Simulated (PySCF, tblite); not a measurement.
# C₄H₅NO: geometry, infrared bands, NMR shifts, spin-spin couplings, electronic excitations and core binding energies

Aim: predict the infrared bands, NMR shifts, spin-spin couplings, electronic excitations and core binding energies of C₄H₅NO (`N#C[C@H]1CCO1`).

Programs: tblite 0.8.0 and PySCF 2.14.0, with density-fitted response routines of our own. Each step states its level of theory. These are calculated values for one molecule in the gas phase, unless marked as measured. Atoms are numbered from 0 throughout.

## (1) The molecule as given

11 atoms, charge 0, multiplicity 1; geometry from: GFN2-xTB.

Bonds of the start (Å): N0–C1 1.14, C1–C2 1.45, C2–C3 1.54, C3–C4 1.53, C4–O5 1.43, O5–C2 1.43, C2–H6 1.10, C3–H7 1.09, C3–H8 1.09, C4–H9 1.09, C4–H10 1.09.

## (2) Infrared spectrum with GFN2-xTB

The job: settings as JSON, then the geometry in Å.

```
{"job": {"kind": "ir", "xc": "GFN2-xTB", "basis": "xTB"}, "charge": 0, "multiplicity": 1}
N      2.959764    -0.221746    -0.230832
C      1.896829    -0.182462     0.186598
C      0.536913    -0.112071     0.676962
C     -0.394804     0.795656    -0.149446
C     -1.144970    -0.502391    -0.461021
O     -0.246912    -1.265856     0.349313
H      0.553493     0.073464     1.759307
H     -0.947504     1.526502     0.434038
H      0.078438     1.277223    -1.001258
H     -2.169256    -0.560866    -0.084529
H     -1.116567    -0.824783    -1.505095
```

**Question.** This job is followed by: PBE0-D3(BJ)/def2-SVP geometry optimisation, gas phase; GIAO PBE0/pcSseg-1 NMR shielding, non-relativistic, gas phase; B3LYP/pcJ-1 indirect spin-spin coupling, non-relativistic, gas phase; TDDFT CAM-B3LYP/def2-SVPD, vertical, gas phase, core orbitals frozen in the response; GIAO KT2/pcSseg-2 NMR shielding, non-relativistic, gas phase; delta-SCF UKS SCAN, pcX-2 on the ionised atom, pcseg-1 elsewhere, spin-free X2C. Predict these results of the whole session: strongest single infrared mode (GFN2-xTB); zero-point energy (GFN2-xTB); point group; rotational constants (main isotopes); 13C shifts against TMS (PBE0/pcSseg-1); 1H shifts against TMS (PBE0/pcSseg-1); 15N shifts against NH3 (PBE0/pcSseg-1); 17O shifts against H2O (PBE0/pcSseg-1); largest coupling of the table (B3LYP/pcJ-1); lowest singlet (CAM-B3LYP/def2-SVPD); brightest single state of those computed; lowest triplet; vertical ionisation energy (ΔSCF); C1s binding energies, SCAN/pcX-2; N1s binding energies, SCAN/pcX-2; O1s binding energies, SCAN/pcX-2; range of the shift of N0.

As calculated:

| quantity | value |
| --- | --- |
| strongest single infrared mode (GFN2-xTB) | 2406 cm⁻¹, 128 km/mol |
| zero-point energy (GFN2-xTB) | 52.4 kcal/mol |
| point group | C1 |
| rotational constants (main isotopes) | 9.33, 2.64, 2.38 GHz |
| 13C shifts against TMS (PBE0/pcSseg-1) | 123.8, 71.1, 67.0, 28.4 ppm |
| 1H shifts against TMS (PBE0/pcSseg-1) | 4.92, 4.82, 4.62, 2.92, 2.64 ppm |
| 15N shifts against NH3 (PBE0/pcSseg-1) | 317.1 ppm |
| 17O shifts against H2O (PBE0/pcSseg-1) | 32.6 ppm |
| largest coupling of the table (B3LYP/pcJ-1) | 1J(C,H) C2–H6, 165.2 Hz |
| lowest singlet (CAM-B3LYP/def2-SVPD) | 6.75 eV (184 nm), f = 0.004 |
| brightest single state of those computed | state 10, 8.84 eV, f = 0.020 |
| lowest triplet | 6.04 eV |
| vertical ionisation energy (ΔSCF) | 10.68 eV |
| C1s binding energies, SCAN/pcX-2 | C2 293.81, C4 292.82, C1 292.40, C3 291.76 eV |
| N1s binding energies, SCAN/pcX-2 | N0 405.35 eV |
| O1s binding energies, SCAN/pcX-2 | O5 538.88 eV |
| range of the shift of N0 | 290.7 to 317.1 ppm |

What this shows: No mode is imaginary among the 27: a minimum at this level. The strongest single mode, at 2406 cm⁻¹, moves mainly C1 and N0. GFN2-xTB is a fitted tight-binding method: band positions and strengths are rough. Its intensities can rank the bands wrongly. Relaxing lowered the energy by 0.034 eV in 3 steps; the close pair that moved most is C1–C2, from 1.447 to 1.467 Å. C1 (nitrile carbon) lies farthest downfield among carbon, at 123.8 ppm; C≡N carbons fall here, among the sp2 signals but without a proton. The most deshielded hydrogen is H6 (hydrogen on an sp3 CH bonded to O, α to a nitrile), at 4.92 ppm: its carbon carries O, which withdraws density. At PBE0/pcSseg-1: The widest tensor belongs to N0: span 470 ppm, with a paramagnetic part of -390 ppm. Couplings across rotatable bonds belong to this one conformer; where others are populated, the observed values are averages. The first singlet state (HOMO→LUMO 0.93) lies at 6.75 eV and is weak; of the 10 states computed, the strongest absorption comes from state 10 at 8.84 eV (the last computed, so partners may be missing). The lowest triplet lies 0.71 eV below the lowest singlet (triplets in Tamm-Dancoff, singlets in full TDDFT). ΔSCF puts the ionisation energy at 10.68 eV, 0.95 eV above −ε(HOMO). C2 (sp3 CH bonded to O, α to a nitrile) binds its C1s electron 2.05 eV more tightly than C3 (sp3 CH2 in a ring). Across the 2 runs the shift of N0 moves most, between 290.7 (KT2/pcSseg-2) and 317.1 ppm (PBE0/pcSseg-1).
